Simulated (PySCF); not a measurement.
# Ionisation and electron attachment of propylene

Molecule: propylene, `C=CC` (C3H6). Optimised structure (Å), atoms numbered from 1:
```
C     1.3601    0.0898   -0.2688
C     0.2814   -0.1077    0.4931
C    -1.1351   -0.0063    0.0332
H     1.2716    0.3507   -1.3289
H     2.3713   -0.0020    0.1369
H     0.4291   -0.3675    1.5497
H    -1.6841    0.7586    0.6075
H    -1.1990    0.2547   -1.0336
H    -1.6708   -0.9579    0.1870
```

Computed at PBE0-D3(BJ)/ma-def2-TZVP // PBE0-D3(BJ)/ma-def2-SVP with PySCF (density fitting, grid level 2). Zero-point and thermal terms (298.15 K, 1 bar) come from unscaled PBE0-D3(BJ)/ma-def2-SVP harmonic frequencies, with soft modes damped to free rotors in the entropy.

Frontier levels of the parent: HOMO -7.35 eV, LUMO 0.23 eV.

Oxidation to the radical cation:
- Vertical ionisation energy (electronic): 9.67 eV
- Adiabatic ionisation energy (with zero-point energy): 9.37 eV
- Adiabatic, electronic part: 9.46 eV
- Vertical gap at the product's structure: 9.13 eV
- Inner reorganisation energy (four-point): 535 meV
- Relaxation of product / of parent: 208 / 327 meV
- ⟨S²⟩ of the product: 0.753
- Largest spin populations: C1 0.62, C2 0.32
- Largest changes of atomic charge: C1 0.28, C2 0.24, H (on C3) 0.10, H (on C3) 0.09
- Distances that move most (Å): C1–C2 1.335 → 1.414; C2–C3 1.493 → 1.441; C3–H 1.103 → 1.119; C3–H 1.103 → 1.110
- Potential in DMF: 6.71 V absolute, 2.32 V against Fc+/Fc computed at 4.40 V (solvation -7 → -260 kJ/mol)

Vertical electron affinity to the radical anion: -0.94 eV. The extra electron is not bound at this structure, the number hangs on the basis, and the ion was not relaxed.

Solvents are IEF-PCM continua (electrostatics only, gas-phase structures); absolute potentials refer to an electron at rest in vacuum. Fc+/Fc in DMF, 4.40 V, is PBE0-D3(BJ)/ma-def2-TZVP on PBE0-D3(BJ)/def2-SVP structures with GFN2-xTB thermal terms. Benchmark calculations put it near 5.0 V in acetonitrile and DMSO, so it is about 0.6 V low, and the value against it can read up to that much too high.

Measured values (NIST Chemistry WebBook, evaluated or the median of agreeing entries): adiabatic ionisation energy 9.73 eV (computed 9.37, difference -0.36).

Run with `OMP_NUM_THREADS=1 python redox_run.py task.json out` on 1 thread of Arm Neoverse V1, a shared host. Structures, frequencies and single points: 3.4 min of wall time.

Differences come from unrounded values, so a last digit can differ from that of the printed terms.
